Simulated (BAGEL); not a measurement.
**CF+ (SMILES [C+]F) at CASPT2(10,8)/6-31G(d) (density fitting with cc-pvqz-jkfit, spherical functions)**

What is the vertical singlet–triplet gap of CF+ at CASPT2(10,8)/6-31G* (density fitting with cc-pvqz-jkfit, spherical functions)? 

Program for the calculation: BAGEL 1.2.2.

2 further runs of the same task are left out: 2 set aside as unsound or not needed.

### Step 1. The molecule

CF+: 2 atoms, total charge +1, spin state singlet. SMILES: `[C+]F`. Geometry: relaxed at PBE0-D4/def2-TZVP.

Bond lengths: C1–F2 1.153 Å.

### Step 2. A single-point energy at CASPT2(10,8)/6-31G(d) (density fitting with cc-pvqz-jkfit, spherical functions)

Input file job.json:

```json
{ "bagel" : [

{
  "title" : "molecule",
  "basis" : "6-31gs.json",
  "df_basis" : "cc-pvqz-jkfit",
  "angstrom" : true,
  "geometry" : [
    { "atom" : "C", "xyz" : [       0.492270,      -0.160830,       0.253170 ] },
    { "atom" : "F", "xyz" : [      -0.492270,       0.160830,      -0.253170 ] }
  ]
},

{
  "title" : "hf",
  "charge" : 1
},

{
  "title" : "casscf",
  "nstate" : 1,
  "nact" : 8,
  "nclosed" : 2,
  "charge" : 1,
  "nspin" : 0,
  "maxiter" : 200,
  "natocc" : true
},

{
  "title" : "print",
  "file" : "orbitals.molden",
  "orbitals" : true
},

{
  "title" : "smith",
  "method" : "caspt2",
  "ms" : true,
  "xms" : true,
  "sssr" : true,
  "shift" : 0.0,
  "ncore" : 2
}

]}
```

The basis set 6-31G* is read from a file made from the Basis Set Exchange's data (not shown).

Run with:

```
BAGEL_NUM_THREADS=1 BAGEL job.json > job.out
```

Log:

```text
* using 1 threads per process

  ===============================================================
  ===============================================================

  *** Geometry ***

  { "atom" : "C", "xyz" : [      0.930255,     -0.303925,      0.478422 ] },
  { "atom" : "F", "xyz" : [     -0.930255,      0.303925,     -0.478422 ] },

  Number of auxiliary basis functions:      212

  Since a DF basis is specified, we compute 2- and 3-index integrals:
    o Being stored without compression. Storage requirement is 0.001 GB

  Number of basis functions:       28
  Number of electrons      :       15

    * METHOD: MOLECULE                             0.03

  *** RHF ***

  === Nuclear Repulsion ===
    24.7859488034

      * DIIS with orbital gradients will be used.

[... 6 lines left out ...]
    * SCF iteration converged.
[... 1 line left out ...]
    * Permanent dipole moment:
[... 22 lines left out ...]
    * Second-order optimization converged. *
[... 11 lines left out ...]
     * ci vector, state   0, <S^2> = -0.0000
[... 5 lines left out ...]
    * METHOD: CASSCF                               1.04

    * METHOD: PRINT                                0.00

  === SMITH program ===

    * freezing 2 orbitals

    * Approximate memory requirement for SMITH calulation per MPI process:
      o Storage requirement for T-amplitude, lambda, and residual is 0.00 GB
      o Storage requirement for MO integrals is 0.00 GB
    * Calculating and saving rdm4f

    * Zeroth order energy : state  0      -14.1824138435

    * CASPT2 iteration is performed using redundant basis

      ---- iteration ----

        0    -0.12851578     0.01544836      0.22
        1    -0.13066358     0.00213602      0.19
        2    -0.13073270     0.00036083      0.18
        3    -0.13073416     0.00004911      0.22
        4    -0.13073421     0.00000651      0.21
        5    -0.13073421     0.00000095      0.20

      -------------------

    * CASPT2 energy : state  0     -137.1004158658
        reference weight              0.9697427026

    * METHOD: SMITH                                2.58

  ===============================================================
```

Run time: 4.5 s. Hardware: 1 thread of AMD EPYC 7R43 (Zen 3), shared host; peak memory 0.2 GiB.

### Step 3. The triplet at the same level

Input file input.json:

```json
{ "bagel": [

{
  "title": "molecule",
  "basis": "6-31gs.json",
  "df_basis": "cc-pvqz-jkfit",
  "angstrom": "true",
  "geometry": [
    { "atom": "C", "xyz": [       0.492270,      -0.160830,       0.253170 ] },
    { "atom": "F", "xyz": [      -0.492270,       0.160830,      -0.253170 ] }
  ]
},

{
  "title": "hf",
  "charge": 1
},

{
  "title": "casscf",
  "nstate": 1,
  "nact": 8,
  "nclosed": 2,
  "charge": 1,
  "nspin": 2,
  "maxiter": 200,
  "natocc": "true"
},

{
  "title": "print",
  "file": "orbitals.molden",
  "orbitals": "true"
},

{
  "title": "smith",
  "method": "caspt2",
  "ms": "true",
  "xms": "true",
  "sssr": "true",
  "shift": 0.0,
  "ncore": 2
}

]}
```

The basis set 6-31G* is read from a file made from the Basis Set Exchange's data (not shown).

Run with:

```
BAGEL_NUM_THREADS=1 BAGEL input.json > input.out
```

Log:

```text
* using 1 threads per process

  ===============================================================
  ===============================================================

  *** Geometry ***

  { "atom" : "C", "xyz" : [      0.930255,     -0.303925,      0.478422 ] },
  { "atom" : "F", "xyz" : [     -0.930255,      0.303925,     -0.478422 ] },

  Number of auxiliary basis functions:      212

  Since a DF basis is specified, we compute 2- and 3-index integrals:
    o Being stored without compression. Storage requirement is 0.001 GB

  Number of basis functions:       28
  Number of electrons      :       15

    * METHOD: MOLECULE                             0.03

  *** RHF ***

  === Nuclear Repulsion ===
    24.7859488034

      * DIIS with orbital gradients will be used.

[... 6 lines left out ...]
    * SCF iteration converged.
[... 1 line left out ...]
    * Permanent dipole moment:
[... 22 lines left out ...]
    * Second-order optimization converged. *
[... 11 lines left out ...]
     * ci vector, state   0, <S^2> = 2.0000
[... 5 lines left out ...]
    * METHOD: CASSCF                               0.58

    * METHOD: PRINT                                0.00

  === SMITH program ===

    * freezing 2 orbitals

    * Approximate memory requirement for SMITH calulation per MPI process:
      o Storage requirement for T-amplitude, lambda, and residual is 0.00 GB
      o Storage requirement for MO integrals is 0.00 GB
    * Calculating and saving rdm4f

    * Zeroth order energy : state  0      -12.8990800940

    * CASPT2 iteration is performed using redundant basis

      ---- iteration ----

        0    -0.14280110     0.01312828      0.08
        1    -0.14398284     0.00126425      0.08
        2    -0.14400629     0.00016543      0.08
        3    -0.14400664     0.00002438      0.08
        4    -0.14400665     0.00000332      0.08
        5    -0.14400665     0.00000039      0.09

      -------------------

    * CASPT2 energy : state  0     -136.9305911987
        reference weight              0.9675243179

    * METHOD: SMITH                                1.59

  ===============================================================
```

Wall time 2.7 s (1 thread of AMD EPYC 7R43 (Zen 3), shared host); peak memory 0.14 GiB.

### Step 4. Outcome

Level: CASPT2(10,8)/6-31G* (density fitting with cc-pvqz-jkfit, spherical functions), 2 core orbitals frozen.

```
                                        quantity          value
                           singlet: total energy  -137.10042 Eh
                           triplet: total energy  -136.93059 Eh
vertical energy of the triplet above the singlet       4.621 eV
```

**Reading.** At this shape the triplet lies 4.62 eV (446 kJ/mol) above the singlet.
